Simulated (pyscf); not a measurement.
# Four-centre exchange: SiH₃⁺ (SMILES [SiH3+]) + H₂ (SMILES [H][H]) -> SiH₃⁺ (SMILES [SiH3+]) + H₂ (SMILES [H][H])

Gas phase, singlet surface, charge 1. Bonds broken: Si1–H2, H5–H6. Bonds formed: Si1–H5, H2–H6. Single points on ωB97X-D3(BJ)/def2-SVP structures (PySCF, gas phase).

Transition state (Å):

```xyz
6

Si    -1.3328    -0.5410    -0.2991
H     -0.9578     0.0210     1.1342
H     -0.4672    -1.7032    -0.5382
H     -2.7622    -0.2695    -0.4999
H     -0.5478     0.7298    -0.8284
H     -0.5526     0.6917     0.3089
```

One imaginary mode, 1522i cm⁻¹; descent along it reached the two sides named, in the forms told below.

| bond | change | reactant side (Å) | saddle | product side |
|---|---|---|---|---|
| Si1–H2 | breaks | 1.475 | 1.585 | 1.925 |
| H5–H6 | breaks | 0.790 | 1.138 | 2.242 |
| Si1–H5 | forms | 1.926 | 1.585 | 1.475 |
| H2–H6 | forms | 2.242 | 1.138 | 0.790 |

Electronic energies relative to the separated reactants (eV):

```csv
level,barrier,reaction energy,reverse barrier
ωB97X-D3(BJ)/def2-TZVP,0.29,0.00,0.29
PBE/def2-TZVP,-0.05,0.00,-0.05
r²SCAN/def2-TZVP,0.00,0.00,0.00
B3LYP-D3(BJ)/def2-TZVP,0.28,0.00,0.28
PBE0-D3(BJ)/def2-TZVP,0.04,0.00,0.04
M06-2X/def2-TZVP,0.41,0.00,0.41
ωB97M-D3(BJ)/def2-TZVP,0.29,0.00,0.29
HF/def2-TZVP,1.00,0.00,1.00
```

With ωB97M-D3(BJ)/def2-TZVP energies and thermal terms (ideal gas, 1 atm, RRHO with modes under 100 cm⁻¹ raised to 100, one conformer, R ln 2 for chiral ones without a mode under 150 cm⁻¹), in eV:

```csv
T (K),ΔH‡,ΔG‡,ΔH,ΔG
298,0.37,0.71,0.00,0.00
600,0.32,1.09,0.00,0.00
900,0.30,1.48,0.00,0.00
1200,0.30,1.87,0.00,0.00
```

On the reactant side the descent ends in a bound adduct, 0.76 eV under the separated species and 1.05 eV under the saddle at ωB97X-D3(BJ)/def2-TZVP. On the product side the descent ends in a bound adduct, 0.76 eV under the separated species and 1.05 eV under the saddle at ωB97X-D3(BJ)/def2-TZVP. At PBE the saddle lies under the separated reactants, which points to a path from their complex (located at ωB97X-D3(BJ) alone). At PBE the saddle lies under the separated products, which points to a path from their complex (located at ωB97X-D3(BJ) alone). At the saddle there is also a short H–Si contact that neither side keeps. One saddle was located; it need not be the lowest between these sides.
